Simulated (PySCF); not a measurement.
Isomers of C3H4O3, mass 88.016 u with the commonest isotopes. Theory: PySCF, PBE0-D3(BJ)/def2-SVP geometry optimisation, gas phase. One conformer each, none proved a minimum here; rigid rotors.

Question: Order these by rotational constant A, largest first.
A. `[CH3:1][C:2](=[O:3])[O:4][CH:5]=[O:6]` with C1–C2–O4–C5 155°, C2–O4–C5–O6 -21°
B. `[O:1]=[CH:2][CH2:3][O:4][CH:5]=[O:6]` with O1–C2–C3–O4 -164°, C2–C3–O4–C5 -90°, C3–O4–C5–O6 0°
C. `[O:1]=[C:2]([OH:3])[C@@H:4]1[CH2:5][O:6]1` with O1–C2–O3–H 0°, O1–C2–C4–C5 -136°
D. `[O:1]=[CH:2][O:3][C@H:4]1[CH2:5][O:6]1` with O1–C2–O3–C4 -2°, C2–O3–C4–C5 177°

Answer: D (11933 MHz), B (9761 MHz), A (8273 MHz), C (8035 MHz).

Question: Order these by dipole moment, smallest first.
A. `[O:1]=[CH:2][O:3][C@H:4]1[CH2:5][O:6]1` with O1–C2–O3–C4 -2°, C2–O3–C4–C5 177°
B. `[O:1]=[C:2]1[O:3][CH2:4][CH2:5][O:6]1` with O1–C2–O3–C4 -172°, C2–O3–C4–C5 -19°, O3–C4–C5–O6 23°, C4–C5–O6–C2 -19°
C. `[CH3:1][C:2](=[O:3])[O:4][CH:5]=[O:6]` with C1–C2–O4–C5 155°, C2–O4–C5–O6 -21°
D. `[O:1]=[CH:2][CH2:3][O:4][CH:5]=[O:6]` with O1–C2–C3–O4 -164°, C2–C3–O4–C5 -90°, C3–O4–C5–O6 0°
E. `[O:1]=[C:2]([OH:3])[C@@H:4]1[CH2:5][O:6]1` with O1–C2–O3–H 0°, O1–C2–C4–C5 -136°

Answer: E (1.74 D), D (2.37 D), A (2.50 D), C (3.68 D), B (5.29 D).

Question: Order these by radius of gyration √(Σ m r²/M), largest first.
A. `[CH3:1][C:2](=[O:3])[O:4][CH:5]=[O:6]` with C1–C2–O4–C5 155°, C2–O4–C5–O6 -21°
B. `[O:1]=[C:2]1[O:3][CH2:4][CH2:5][O:6]1` with O1–C2–O3–C4 -172°, C2–O3–C4–C5 -19°, O3–C4–C5–O6 23°, C4–C5–O6–C2 -19° (ethylene carbonate)
C. `[O:1]=[CH:2][CH2:3][O:4][CH:5]=[O:6]` with O1–C2–C3–O4 -164°, C2–C3–O4–C5 -90°, C3–O4–C5–O6 0°
D. `[O:1]=[CH:2][O:3][C@H:4]1[CH2:5][O:6]1` with O1–C2–O3–C4 -2°, C2–O3–C4–C5 177°
E. `[O:1]=[C:2]([OH:3])[C@@H:4]1[CH2:5][O:6]1` with O1–C2–O3–H 0°, O1–C2–C4–C5 -136°

Answer: C (1.798 Å), D (1.681 Å), A (1.649 Å), E (1.588 Å), B (1.462 Å).

```tsv
SMILES	point group	Ia (u·Å²)	Ib (u·Å²)	Ic (u·Å²)	κ	μa (D)	μb (D)	μc (D)
O=C(O)[C@@H]1CO1	C1	62.90	175.34	205.39	-0.85	0.51	0.56	1.57
CC(=O)OC=O	C1	61.09	187.84	230.01	-0.84	1.77	3.21	0.34
O=C1OCCO1	C2	61.87	130.15	184.01	-0.58	5.29	0.00	0.01
O=CCOC=O	C1	51.77	245.45	272.15	-0.95	1.41	1.87	0.38
O=CO[C@H]1CO1	C1	42.35	219.66	235.45	-0.97	1.01	1.96	1.18
```
